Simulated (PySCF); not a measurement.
Order these species by their calculated properties.

Each SMILES stands for a single optimised conformer of the isolated species, non-relativistic unless stated; the electronic structure was computed with PySCF and density fitting.

Dipoles, sizes and rotational constants follow the conformer. The torsions of the flexible species, by atom-mapped SMILES:
- `[OH:1][Si@@:2]1([SiH3:3])[O:4][SiH2:5][Si@@H:6]1[SiH3:7]`: H–O1–Si2–Si3 -149°
- `[CH2:1]=[C:2]1[C:3]([F:4])=[C:5]1[CH2:6][Cl:7]`: C3–C5–C6–Cl7 -2°
- `[O:1]=[C:2]([Cl:3])[c:4]1[cH:5][c:6]([Cl:7])[cH:8][o:9]1`: O1–C2–C4–C5 0°
- `[CH3:1][O:2][CH2:3][C@H:4]([F:5])[O:6][CH2:7][F:8]`: C1–O2–C3–C4 74°, O2–C3–C4–F5 -85°, C3–C4–O6–C7 -172°, C4–O6–C7–F8 71°
- `[CH2:1]=[C:2]([Cl:3])[SiH2:4][C@H:5]1[CH2:6][S:7]1`: C1–C2–Si4–C5 130°, C2–Si4–C5–C6 94°
- `[CH3:1][Si:2]([CH3:3])([Cl:4])[CH:5]=[C:6]=[S:7]`: C1–Si2–C5–C6 -62°
- `[CH3:1][N:2]([CH3:3])[C:4](=[S:5])[CH:6]([Cl:7])[Cl:8]`: C1–N2–C4–S5 -177°, N2–C4–C6–Cl7 65°
- `[O:1]=[S:2](=[O:3])([OH:4])[C:5]([F:6])([F:7])[F:8]`: O1–S2–C5–F6 -56°, H–O4–S2–O1 11°
- `[CH2:1]=[C:2]1[CH:3]=[CH:4][C:5]([C:6]([F:7])([F:8])[F:9])=[CH:10]1`: C4–C5–C6–F7 60°
- `[CH3:1][O:2][C@@H:3]([F:4])[C@H:5]([F:6])[O:7][CH3:8]`: C1–O2–C3–F4 72°, O2–C3–C5–F6 -176°, C3–C5–O7–C8 -171°
- `[CH3:1][CH2:2][CH2:3][SiH2:4][SiH2:5][C:6]#[N:7]`: C1–C2–C3–Si4 180°, C2–C3–Si4–Si5 180°, C3–Si4–Si5–C6 -56°
- `[F:1][C:2]([F:3])([F:4])[c:5]1[cH:6][cH:7][cH:8][cH:9][cH:10]1`: F1–C2–C5–C6 89°

**Question.** Rank by lowest triplet excitation (Tamm–Dancoff), lowest first (TDA CAM-B3LYP/def2-SVPD at GFN2-xTB geometries).
A. `O=C(Cl)c1cc(Cl)co1` (C5H2Cl2O2)
B. `[SiH3][Si@@]1(O[SiH2][Si@@H]1[SiH3])O` (H10O2Si5)
C. `C=C1C(F)=C1CCl` (C5H4ClF)
D. `CN=O` (CH3NO)

**Answer.** D (0.72 eV), A (3.15 eV), C (3.88 eV), B (4.50 eV).

**Question.** Rank by dipole moment, lowest first (CAM-B3LYP/def2-SVPD at GFN2-xTB geometries).
A. `O=NC` (CH3NO)
B. `COC[C@H](F)OCF` (C4H8F2O2)
C. `C[Si](C)(Cl)C=C=S` (C4H7ClSSi)
D. `C=C(Cl)[SiH2][C@H]1CS1` (C4H7ClSSi)

**Answer.** C (0.97 D), B (1.31 D), D (1.61 D), A (2.74 D).

**Question.** Rank by smallest rotational constant, lowest first (GFN2-xTB).
A. `O=C(Cl)c1cc(Cl)co1`
B. `C[Si](C)(Cl)C=C=S`
C. `C=C1C=CC(C(F)(F)F)=C1`
D. `CN(C)C(=S)C(Cl)Cl`
E. `O=S(=O)(O)C(F)(F)F`

**Answer.** A (0.487 GHz), B (0.666 GHz), C (0.746 GHz), D (0.826 GHz), E (1.547 GHz).

**Question.** By how much do the two ends of that ranking differ?

**Answer.** By 1.060 GHz, between `O=S(=O)(O)C(F)(F)F` and `O=C(Cl)c1cc(Cl)co1`.

**Question.** Rank by HOMO energy, lowest first (CAM-B3LYP/def2-SVPD at GFN2-xTB geometries).
A. `CO[C@H]([C@@H](OC)F)F` (C4H8F2O2)
B. `CN=O` (CH3NO)
C. `O=C(Cl)c1cc(Cl)co1` (C5H2Cl2O2)
D. `CCC[SiH2][SiH2]C#N` (C4H11NSi2)
E. `C=C(Cl)C#CCF` (C5H4ClF)

**Answer.** A (-9.98 eV), D (-9.83 eV), C (-8.95 eV), E (-8.61 eV), B (-8.31 eV).

**Question.** Give the two extremes of that set in hartree.

**Answer.** `CO[C@@H](F)[C@H](F)OC`: -0.367 Eh; `CN=O` (CH3NO): -0.306 Eh.

**Question.** Rank by lowest singlet excitation, lowest first (TDDFT CAM-B3LYP/def2-SVPD at GFN2-xTB geometries).
A. `FC(F)(F)c1ccccc1`
B. `COC[C@H](F)OCF`
C. `CCC[SiH2][SiH2]C#N`
D. `C=C1C=CC(C(F)(F)F)=C1`
E. `[C@@H]([C@@H](OC)F)(F)OC`
F. `C[Si](C)(C=C=S)Cl`
G. `CN(C)C(=S)C(Cl)Cl`

**Answer.** F (2.68 eV), G (3.16 eV), D (3.64 eV), A (5.51 eV), C (6.99 eV), B (7.60 eV), E (8.33 eV).

**Question.** By how much do the two ends of that ranking differ?

**Answer.** By 5.65 eV, between `CO[C@@H](F)[C@H](F)OC` and `C[Si](C)(Cl)C=C=S`.

**Question.** Rank by HOMO–LUMO gap, lowest first (CAM-B3LYP/def2-SVPD at GFN2-xTB geometries).
A. `[C@H]1([SiH2]C(=C)Cl)CS1` (C4H7ClSSi)
B. `C(=S)(C(Cl)Cl)N(C)C` (C4H7Cl2NS)
C. `CO[C@@H](F)[C@H](F)OC` (C4H8F2O2)
D. `O=C(Cl)c1cc(Cl)co1` (C5H2Cl2O2)
E. `CN=O` (CH3NO)

**Answer.** B (7.01 eV), E (7.17 eV), D (7.51 eV), A (8.19 eV), C (11.34 eV).
